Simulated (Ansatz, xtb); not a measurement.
Two isomers of C4H5N

Structure a: `C#C/C=C/N`, a singlet. Structure b: `C#CC(=C)N`, a singlet. Both are isolated molecules in the gas phase, relaxed with PBE0-D3(BJ)/def2-SVP; the shapes shown needn't be the lowest conformers.

a (Å):

```xyz
10

C    -1.2136    2.2256    3.4920
C    -1.2459    1.7163    2.3876
C    -1.2586    1.1103    1.1077
C    -2.3072    1.2135    0.2555
N    -2.3701    0.7107   -1.0096
H    -1.1889    2.6773    4.4654
H    -0.3697    0.5422    0.8078
H    -3.1898    1.7819    0.5659
H    -3.2756    0.5987   -1.4409
H    -1.6662    0.0465   -1.3039
```

b (Å):

```yaml
atoms:
  - { symbol: C, position_ang: [-0.4954, 3.1910, 1.2191] }
  - { symbol: C, position_ang: [-1.1722, 2.1907, 1.1107] }
  - { symbol: C, position_ang: [-1.9889, 1.0199, 0.9469] }
  - { symbol: C, position_ang: [-1.6157, -0.1549, 1.4985] }
  - { symbol: N, position_ang: [-3.1666, 1.2274, 0.2445] }
  - { symbol: H, position_ang: [0.1113, 4.0710, 1.3275] }
  - { symbol: H, position_ang: [-2.2241, -1.0540, 1.3744] }
  - { symbol: H, position_ang: [-0.7085, -0.2185, 2.0965] }
  - { symbol: H, position_ang: [-3.6272, 0.3889, -0.0871] }
  - { symbol: H, position_ang: [-3.1388, 1.9671, -0.4454] }
```

Question: Estimate which is lower in electronic energy at CCSD(T)/def2-SVP + ΔMP2/def2-TZVPP, and by roughly how much.

Answer: CCSD(T)/def2-SVP + ΔMP2/def2-TZVPP gives E(b) − E(a) = +1.32 kcal/mol, slightly favouring structure a, which is too small a margin to settle the true order.

How the difference moves with the method:

| level | geometry | E(b) − E(a) (kcal/mol) | departure from the last row (kcal/mol) | job, with rough time for the two |
| --- | --- | --- | --- | --- |
| GFN2-xTB | GFN2-xTB | +2.00 | +0.68 | optimisation, 0.17 s |
| HF/STO-3G | GFN2-xTB | +3.10 | +1.78 | single point, 0.39 s |
| r2SCAN-D4/def2-SVP | GFN2-xTB | +4.31 | +2.99 | single point, 2.8 s |
| PBE0-D3(BJ)/def2-SVP | PBE0-D3(BJ)/def2-SVP | +4.41 | +3.09 | optimisation, 34 s |
| HF/def2-SVP | PBE0-D3(BJ)/def2-SVP | +3.67 | +2.35 | part of the CCSD(T) run |
| MP2/def2-SVP | PBE0-D3(BJ)/def2-SVP | +2.37 | +1.05 | part of the CCSD(T) run |
| CCSD(T)/def2-SVP | PBE0-D3(BJ)/def2-SVP | +2.12 | +0.80 | single point |
| CCSD(T)/def2-SVP + ΔMP2/def2-TZVPP | PBE0-D3(BJ)/def2-SVP | +1.32 |  | single point, 24 s |

As drawn, both hold the same kinds of bond in the same numbers.

The largest departure from CCSD(T)/def2-SVP + ΔMP2/def2-TZVPP is that of PBE0-D3(BJ)/def2-SVP, 3.09 kcal/mol. The last row adds to CCSD(T) the change of the MP2 difference between the two basis sets, here −0.80 kcal/mol.

With harmonic frequencies from PBE0-D3(BJ)/def2-SVP (ideal gas, rigid rotor, one conformer each, 298.15 K, 1 atm): on the last row, ΔE + ΔZPE = +1.23, ΔH = +1.07, ΔG = +1.28 kcal/mol.

The correlated steps freeze 5 core orbitals. Codes used: Ansatz 0.2.0, xtb 6.7.1; the last row on 2 threads of Intel(R) Xeon(R) Processor @ 2.70GHz on a shared host.
